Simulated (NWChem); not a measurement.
# SiH2Cl2 (dichlorosilane (DCS)) at 4 levels

Wanted: a comparison of 4 runs (r2SCAN/6-311+G**, BLYP/6-311+G**, PBE0/6-311+G**, SVWN5/6-311+G**) of SiH2Cl2 (dichlorosilane (DCS)). 

The calculation is run with NWChem 7.3.0.

## Step 1: The structure to begin with

The species is SiH2Cl2 (5 atoms), meant as a singlet with charge 0. SMILES: `Cl[SiH2]Cl`. The coordinates come from a PBE0-D4/def2-TZVP relaxation.

Bond lengths: Cl1–Si2 2.040 Å, Si2–Cl3 2.040 Å, Si2–H4 1.476 Å, Si2–H5 1.476 Å. Angles: Cl1–Si2–Cl3 110.1°, Cl1–Si2–H4 108.5°, Cl1–Si2–H5 108.5°, Cl3–Si2–H4 108.5°, Cl3–Si2–H5 108.5°, H4–Si2–H5 112.7°.

## Step 2: Energy and forces at r2SCAN/6-311+G(d,p) (run 1)

Input file cl2h2si.nw:

```
START cl2h2si
TITLE "Cl2H2Si r2SCAN"
memory total 2200 mb

GEOMETRY noautosym nocenter noautoz
 Cl      -1.036100      -0.393400       1.609300
 Si       0.136800      -0.071700      -0.028900
 Cl      -0.799200       1.196800      -1.324000
 H        0.352000      -1.362200      -0.711200
 H        1.396500       0.556600       0.413400
END

BASIS spherical bse
 * library 6-311+G**
END

DFT
 xc r2scan
 mult 1
 grid fine
 convergence energy 1e-08
 iterations 100
 mulliken
 print low
END

TASK dft gradient
```

Run with:

```bash
$ nwchem cl2h2si.nw > cl2h2si.out
```

Standard output:

```text
[...]
 d= 0,ls=0.0,diis     1  -1211.0699432102 -1.40D+03  1.10D-02  1.46D+00     1.7
[...]
 d= 0,ls=0.0,diis     8  -1211.1219496923 -2.62D-09  2.21D-06  4.62D-08    10.6
         Total DFT energy =    -1211.121949692255
      One electron energy =    -2055.390243363975
           Coulomb energy =      730.438445192962
    Exchange-Corr. energy =      -78.133586413539
 Nuclear repulsion energy =      191.963434892297
[...]
      Total Density - Mulliken Population Analysis
     ---------------------------------------------
    Atom       Charge   Shell Charges
 -----------   ------   -------------------------------------------------------
    1 Cl  17    17.12   0.78  1.19  0.90  1.08  0.99  1.06  7.41 -1.51  1.07  3.05  1.33 -0.11 -0.14  0.02
    2 Si  14    13.64   0.79  1.18  0.95  1.03  0.83  0.47  1.97  3.91  0.61  1.41 -0.01  0.14  0.11  0.24
    3 Cl  17    17.12   0.78  1.19  0.90  1.08  0.99  1.06  7.41 -1.51  1.07  3.05  1.33 -0.11 -0.14  0.02
    4 H    1     1.07   0.25  0.58  0.22  0.01
    5 H    1     1.07   0.25  0.58  0.22  0.01
[...]
                         DFT ENERGY GRADIENTS
    atom               coordinates                        gradient
                 x          y          z           x          y          z
   1 Cl     -1.957945  -0.743418   3.041136    0.002686   0.001005  -0.004212
   2 Si      0.258515  -0.135493  -0.054613   -0.004590   0.002075   0.000729
   3 Cl     -1.510269   2.261624  -2.501997    0.002088  -0.003166   0.003459
   4 H       0.665184  -2.574185  -1.343973    0.000150   0.000490   0.000273
   5 H       2.639002   1.051821   0.781213   -0.000334  -0.000404  -0.000250
 Task  times  cpu:       15.0s     wall:       15.0s
 Total times  cpu:       15.0s     wall:       15.0s
```

Wall time 16 s (1 thread of Intel Xeon 6975P-C (Granite Rapids), shared host); peak memory 0.12 GiB.

## Step 3: Energy and forces at BLYP/6-311+G(d,p) (run 2)

Input file cl2h2si.xyz:

```xyz
5
Cl2H2Si BLYP
Cl    -1.036100    -0.393400     1.609300
Si     0.136800    -0.071700    -0.028900
Cl    -0.799200     1.196800    -1.324000
H      0.352000    -1.362200    -0.711200
H      1.396500     0.556600     0.413400
```

Input file cl2h2si.nw:

```
start cl2h2si
title "Cl2H2Si BLYP"
memory 2200 mb
charge 0

geometry noautosym nocenter noautoz
 load cl2h2si.xyz
end

basis spherical bse
 Cl library 6-311+G**
 Si library 6-311+G**
 H library 6-311+G**
end

dft
 xc becke88 lyp
 grid fine
 convergence energy 1e-08
 maxiter 100
 mulliken
 print medium
end

task dft gradient
```

Run with:

```bash
$ nwchem cl2h2si.nw > cl2h2si.out
```

Standard output:

```text
[...]
          Wavefunction type:  closed shell.
          No. of atoms     :     5
          No. of electrons :    50
[...]
          Charge           :     0
          Spin multiplicity:     1
[...]
          AO basis - number of functions:   102
[...]
              XC Information
              --------------
                    Becke 1988 Exchange Functional  1.000
              Lee-Yang-Parr Correlation Functional  1.000
[...]
 d= 0,ls=0.0,diis     1  -1211.1279860975 -1.40D+03  1.18D-02  2.60D+00     1.5
[...]
 d= 0,ls=0.0,diis     8  -1211.2002924588 -2.10D-10  5.34D-06  2.65D-07     9.4
         Total DFT energy =    -1211.200292458777
      One electron energy =    -2055.360529173278
           Coulomb energy =      730.371594111096
    Exchange-Corr. energy =      -78.174792288891
 Nuclear repulsion energy =      191.963434892297
[...]
      Total Density - Mulliken Population Analysis
     ---------------------------------------------
    Atom       Charge   Shell Charges
 -----------   ------   -------------------------------------------------------
    1 Cl  17    17.14   0.78  1.19  0.89  1.09  1.03  1.01  7.44 -1.53  1.11  2.94  1.37 -0.09 -0.11  0.02
    2 Si  14    13.58   0.79  1.18  0.94  1.04  0.89  0.38  1.98  3.88  0.67  1.32  0.04  0.11  0.11  0.24
    3 Cl  17    17.14   0.78  1.19  0.89  1.09  1.03  1.01  7.44 -1.53  1.11  2.94  1.37 -0.09 -0.11  0.02
    4 H    1     1.07   0.26  0.56  0.24  0.01
    5 H    1     1.07   0.26  0.56  0.24  0.01
[...]
  wavefunction    = closed shell
                         DFT ENERGY GRADIENTS
    atom               coordinates                        gradient
                 x          y          z           x          y          z
   1 Cl     -1.957945  -0.743418   3.041136    0.008579   0.003060  -0.013190
   2 Si      0.258515  -0.135493  -0.054613   -0.012528   0.005639   0.002020
   3 Cl     -1.510269   2.261624  -2.501997    0.006668  -0.009922   0.010734
   4 H       0.665184  -2.574185  -1.343973   -0.000429   0.002322   0.001220
   5 H       2.639002   1.051821   0.781213   -0.002289  -0.001099  -0.000784
[...]
```

Wall time 14 s (1 thread of Intel Xeon 6975P-C (Granite Rapids), shared host); peak memory 0.12 GiB.

Run 3 isn't shown in full; the table further down has it.

## Step 4: Energy and gradient at SVWN5/6-311+G(d,p) (run 4)

Input file cl2h2si.nw:

```
start cl2h2si
title "Cl2H2Si"
memory 2200 mb

geometry noautosym nocenter noautoz
  Cl    -1.036100    -0.393400     1.609300
  Si     0.136800    -0.071700    -0.028900
  Cl    -0.799200     1.196800    -1.324000
  H      0.352000    -1.362200    -0.711200
  H      1.396500     0.556600     0.413400
end

basis spherical bse
  * library 6-311+G**
end

dft
  xc slater vwn_5
  mult 1
  grid fine
  convergence energy 1e-08
  iterations 100
  mulliken
end

task dft gradient
```

Run with:

```bash
$ nwchem cl2h2si.nw > cl2h2si.out
```

Standard output:

```text
[...]
          Wavefunction type:  closed shell.
          No. of atoms     :     5
          No. of electrons :    50
[...]
          Charge           :     0
          Spin multiplicity:     1
[...]
          AO basis - number of functions:   102
[...]
              XC Information
              --------------
                        Slater Exchange Functional  1.000 local
                      VWN V Correlation Functional  1.000 local
[...]
 d= 0,ls=0.0,diis     1  -1206.9943020811 -1.40D+03  1.27D-02  7.51D+00     1.1
[...]
 d= 0,ls=0.0,diis     8  -1207.0857815908  1.03D-09  7.06D-06  5.65D-07     6.1
         Total DFT energy =    -1207.085781590844
      One electron energy =    -2054.940522761875
           Coulomb energy =      729.807971675406
    Exchange-Corr. energy =      -73.916665396672
 Nuclear repulsion energy =      191.963434892297
[...]
      Total Density - Mulliken Population Analysis
     ---------------------------------------------
    Atom       Charge   Shell Charges
 -----------   ------   -------------------------------------------------------
    1 Cl  17    17.10   0.77  1.19  0.88  1.11  1.02  1.02  7.44 -1.53  1.11  2.91  1.39 -0.09 -0.13  0.02
    2 Si  14    13.76   0.78  1.19  0.93  1.05  0.89  0.45  1.98  3.87  0.68  1.41  0.08  0.11  0.10  0.24
    3 Cl  17    17.10   0.77  1.19  0.88  1.11  1.02  1.02  7.44 -1.53  1.11  2.91  1.39 -0.09 -0.13  0.02
    4 H    1     1.02   0.24  0.54  0.23  0.01
    5 H    1     1.02   0.24  0.54  0.23  0.01
[...]
  wavefunction    = closed shell
                         DFT ENERGY GRADIENTS
    atom               coordinates                        gradient
                 x          y          z           x          y          z
   1 Cl     -1.957945  -0.743418   3.041136    0.001172   0.000410  -0.001791
   2 Si      0.258515  -0.135493  -0.054613    0.001573  -0.000692  -0.000273
   3 Cl     -1.510269   2.261624  -2.501997    0.000929  -0.001370   0.001472
   4 H       0.665184  -2.574185  -1.343973    0.000042   0.004279   0.002319
   5 H       2.639002   1.051821   0.781213   -0.003716  -0.002627  -0.001727
[...]
```

Wall time 9.6 s (1 thread of Intel Xeon 6975P-C (Granite Rapids), shared host); peak memory 0.12 GiB.

## Step 5: All runs side by side

| run | level | energy (Eh) | largest force (eV/Å) | wall time |
| --- | --- | --- | --- | --- |
| 1 | r2SCAN/6-311+G** | -1211.121950 | 0.264 | 16 s |
| 2 | BLYP/6-311+G** | -1211.200292 | 0.826 | 14 s |
| 3 | PBE0/6-311+G** | -1210.785276 | 0.203 | 13 s |
| 4 | SVWN5/6-311+G** | -1207.085782 | 0.250 | 9.6 s |

## Step 6: Outcome

| quantity | value |
| --- | --- |
| run 4: total energy | -1207.08578 Eh |
| run 4: dipole moment | 1.53 D |
| run 4: HOMO energy | -7.90 eV |
| run 4: LUMO energy | -1.41 eV |
| run 4: HOMO–LUMO gap | 6.49 eV |
| run 4: largest force on an atom | 0.250 eV/Å |

Over runs 2, 3, 4 the dipole moment (its size) runs from 1.46 D (BLYP/6-311+G**) to 1.59 D (PBE0/6-311+G**). Over runs 2, 3, 4 the HOMO–LUMO gap runs from 6.49 eV (SVWN5/6-311+G**) to 8.83 eV (PBE0/6-311+G**). Totals of different functionals can't be ranked against each other. All runs together took 52 s, the longest 16 s.
